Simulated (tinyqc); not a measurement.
MP2 on RHF in the sto-3g basis, for H2F+, spin multiplicity 1, step by step. One step of it, computed by the program tinyqc.

Problem. Orthogonalisation. S = U s U^T; symmetric (Loewdin) form X = U s^(-1/2) U^T, so that X^T S X = 1.

overlap S:
```
,1F 1s,1F 2s,1F 2px,1F 2py,1F 2pz,2H 1s,3H 1s
1F 1s,1.000000,0.237990,0.000000,0.000000,0.000000,0.041199,0.033608
1F 2s,0.237990,1.000000,0.000000,0.000000,0.000000,0.399108,0.348210
1F 2px,0.000000,0.000000,1.000000,0.000000,0.000000,0.000000,0.000000
1F 2py,0.000000,0.000000,0.000000,1.000000,0.000000,0.255660,-0.230712
1F 2pz,0.000000,0.000000,0.000000,0.000000,1.000000,0.195714,0.176807
2H 1s,0.041199,0.399108,0.000000,0.255660,0.195714,1.000000,0.207506
3H 1s,0.033608,0.348210,0.000000,-0.230712,0.176807,0.207506,1.000000
```

Give: eigenvalues of S; X.

Solution.

eigenvalues of S: 0.4591  0.5473  0.8957  1.0000  1.0951  1.2542  1.7486

X:
```
,1F 1s,1F 2s,1F 2px,1F 2py,1F 2pz,2H 1s,3H 1s
1F 1s,1.0237,-0.1360,0.0000,-0.0010,-0.0061,0.0186,0.0161
1F 2s,-0.1360,1.1436,0.0000,0.0127,0.0591,-0.2273,-0.1828
1F 2px,0.0000,0.0000,1.0000,0.0000,0.0000,0.0000,0.0000
1F 2py,-0.0010,0.0127,0.0000,1.0608,0.0054,-0.1704,0.1502
1F 2pz,-0.0061,0.0591,0.0000,0.0054,1.0287,-0.1091,-0.0914
2H 1s,0.0186,-0.2273,0.0000,-0.1704,-0.1091,1.1323,-0.0822
3H 1s,0.0161,-0.1828,0.0000,0.1502,-0.0914,-0.0822,1.0998
```
